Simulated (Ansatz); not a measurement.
C2H3FO (`CC(=O)F`): measurement beside calculation (Ansatz, PBE0-D4/def2-TZVP geometry).

```xyz
7

C     0.6286    0.1311    0.1420
C    -0.8077   -0.2023   -0.0549
O    -1.5971   -0.5935    0.7288
F    -1.1701    0.0053   -1.3401
H     0.9188   -0.0689    1.1700
H     1.2377   -0.4558   -0.5479
H     0.7898    1.1841   -0.0979
```

Enthalpy of formation at 298 K: -105.7 kcal/mol (zero for an element's reference state; older measured values of the G2 set, as listed by Staroverov and co-workers, J. Chem. Phys. 119, 12129, 2003). With their computed zero-point and thermal terms and the atoms' enthalpies of Curtiss and co-workers (1997) it gives an electronic atomization energy of 706.0 kcal/mol.

```csv
level,atomization (kcal/mol),error,error per bond
LDA (SPW92),829.4,123.4,20.6
PBE-D4,733.3,27.3,4.6
revPBE-D4,710.9,4.9,0.8
BLYP-D4,711.7,5.8,1.0
r2SCAN-D4,710.9,4.9,0.8
B97M-V,707.4,1.4,0.2
PBE0-D4,710.2,4.2,0.7
B3LYP-D4,705.4,-0.6,-0.1
r2SCANh-D4,703.3,-2.7,-0.4
r2SCAN0-D4,692.4,-13.6,-2.3
HSE06-D4,710.9,5.0,0.8
BHLYP-D4,673.6,-32.4,-5.4
CAM-B3LYP-D4,710.1,4.1,0.7
ωB97X-V,707.5,1.6,0.3
ωB97M-V,708.7,2.8,0.5
B2PLYP,700.9,-5.1,-0.8
PBE-QIDH,701.9,-4.1,-0.7
PBE,731.3,25.4,4.2
revPBE,703.3,-2.7,-0.4
BLYP,707.2,1.2,0.2
r2SCAN,710.4,4.4,0.7
PBE0,708.6,2.6,0.4
B3LYP,702.2,-3.7,-0.6
r2SCANh,702.8,-3.2,-0.5
r2SCAN0,691.8,-14.1,-2.4
HSE06,709.5,3.5,0.6
BHLYP,671.5,-34.5,-5.7
CAM-B3LYP,708.5,2.6,0.4
LC-ωPBE,709.8,3.8,0.6
HF/def2-TZVPP,499.8,-206.2,-34.4
MP2/def2-TZVPP,708.6,2.7,0.4
SCS-MP2/def2-TZVPP,698.6,-7.3,-1.2
CCSD/def2-TZVPP,673.8,-32.2,-5.4
CCSD(T)/def2-TZVPP,687.1,-18.9,-3.1
HF/def2-QZVPP,500.7,-205.3,-34.2
MP2/def2-QZVPP,719.2,13.2,2.2
SCS-MP2/def2-QZVPP,710.3,4.4,0.7
HF/CBS(def2),500.8,-205.2,-34.2
MP2/CBS(def2),726.5,20.5,3.4
CCSD/CBS(def2),691.7,-14.3,-2.4
CCSD(T)/CBS(def2),705.0,-1.0,-0.2
```

Functionals use def2-TZVPP; B3LYP here is the variant with VWN-RPA as its local correlation; programs differ in this. The calculations leave out spin–orbit coupling, scalar relativity and, for the correlated methods, core correlation; together these are worth up to about 1 kcal/mol a heavy atom. HSE06 is defined as in plane-wave codes. CBS adds triple-zeta CCSD(T) − MP2 to the MP2 limit. T1 = 0.014.
